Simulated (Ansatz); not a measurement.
The input, for Ansatz 0.2.0:

```yaml
crystal:
  periodic: [false, false, false]
  atoms:
    - {symbol: Ge, position_ang: [0.000000, 0.000000, 0.000000]}
    - {symbol: N, position_ang: [0.000000, 0.000000, 6.577000]}
basis:
  gaussian: {orbitals: cc-pVDZ}
total_charge: 1
magnetization: {spin_polarized: true, initial_magnetization: 2}
correlation: {method: ccsdtq, electrons: outside_noble_gas}
```

```sh
$ ansatz run in.yaml --threads 2 --pin off --events-out ev --progress --plain --max-ram 24576MiB --backend cuda --devices 0, --max-vram 18GiB
```

Output:

```
700 factors; integrals over basis functions are off by at most 3.5e-8 eV
mean field evaluation 1: about -57926.1352 eV, gradient 2.8e1 eV
mean field evaluation 2: about -57926.1931 eV, gradient 2.8e1 eV
mean field evaluation 4: about -57926.9566 eV, gradient 2.4e1 eV
mean field evaluation 8: about -57928.4542 eV, gradient 1.7e1 eV
mean field evaluation 16: about -57944.1824 eV, gradient 2.0e-3 eV
mean field evaluation 32: about -57944.1825 eV, gradient 4.2e-3 eV
mean field evaluation 64: about -57944.1828 eV, gradient 6.4e-5 eV
mean field evaluation 96: about -57926.1352 eV, gradient 2.8e1 eV
mean field evaluation 128: about -57944.1812 eV, gradient 3.7e-1 eV
mean field evaluation 160: about -57944.1828 eV, gradient 4.1e-4 eV
...
mean field -57944.18284772 eV, -2129.4094436759 hartree, gradient 1.5e-10 eV, S^2 3.013338; 17 other end points of the search recorded, 0 dependent functions left out
determinant -57944.18284772 eV, -2129.4094436759 hartree, with singles and doubles -57947.81730577 eV, -2129.5430075458 hartree
determinant -57944.18239307 eV, -2129.4094269680 hartree, with singles and doubles -57947.81693607 eV, -2129.5429939594 hartree
determinant -57942.51930621 eV, -2129.3483096530 hartree, with singles and doubles -57946.80163717 eV, -2129.5056824132 hartree
determinant -57942.51926216 eV, -2129.3483080341 hartree, with singles and doubles -57946.80155167 eV, -2129.5056792709 hartree
determinant -57942.51884397 eV, -2129.3482926661 hartree, with singles and doubles -57946.80084280 eV, -2129.5056532205 hartree
determinant -57942.51864378 eV, -2129.3482853091 hartree, with singles and doubles -57946.80114875 eV, -2129.5056644640 hartree
determinant -57942.51855901 eV, -2129.3482821940 hartree, with singles and doubles -57946.80114383 eV, -2129.5056642830 hartree
determinant -57942.51854053 eV, -2129.3482815148 hartree, with singles and doubles -57946.80114191 eV, -2129.5056642126 hartree
determinant -57942.51821590 eV, -2129.3482695848 hartree, with singles and doubles -57946.80017164 eV, -2129.5056285560 hartree
determinant -57944.18284772 eV, -2129.4094436759 hartree, with singles and doubles -57947.81744807 eV, -2129.5430127753 hartree
determinant -57944.18239307 eV, -2129.4094269680 hartree, with singles and doubles -57947.81707979 eV, -2129.5429992410 hartree
15 core orbitals not correlated: weight in the atoms' cores, before any rotation towards them, 1.000 or more for the frozen orbitals, at most 0.000 for the correlated occupied ones
reference -57944.18284772 eV, -2129.4094436759 hartree; 5, 3 occupied and 21, 23 virtual orbitals, 700 factors
second order -2.77710458 eV of doubles, -0.00000000 eV of singles
...
cycle   2  -3.66883955 eV  change   -2.8e-1 eV  update   2.4e-2
cycle   3  -3.67435815 eV  change   -5.5e-3 eV  update   3.9e-3
cycle   4  -3.67440708 eV  change   -4.9e-5 eV  update   6.4e-4
cycle   5  -3.67390287 eV  change    5.0e-4 eV  update   1.1e-4
cycle   6  -3.67399226 eV  change   -8.9e-5 eV  update   3.1e-5
cycle   7  -3.67403965 eV  change   -4.7e-5 eV  update   1.1e-5
cycle   8  -3.67402742 eV  change    1.2e-5 eV  update   4.8e-6
cycle   9  -3.67402394 eV  change    3.5e-6 eV  update   3.3e-6
cycle  10  -3.67402750 eV  change   -3.6e-6 eV  update   9.5e-7
cycle  11  -3.67402728 eV  change    2.2e-7 eV  update   3.6e-7
Total energy: -57947.85687500 eV, -2129.5444616881 hartree
```

The determinant's ⟨S²⟩ is 3.01 against 2.00 for a pure state.

Ran on 2 threads of AMD EPYC 7R13 with a shared H100 80 GB, shared host: 16 s wall, 0.84 GiB peak host memory.
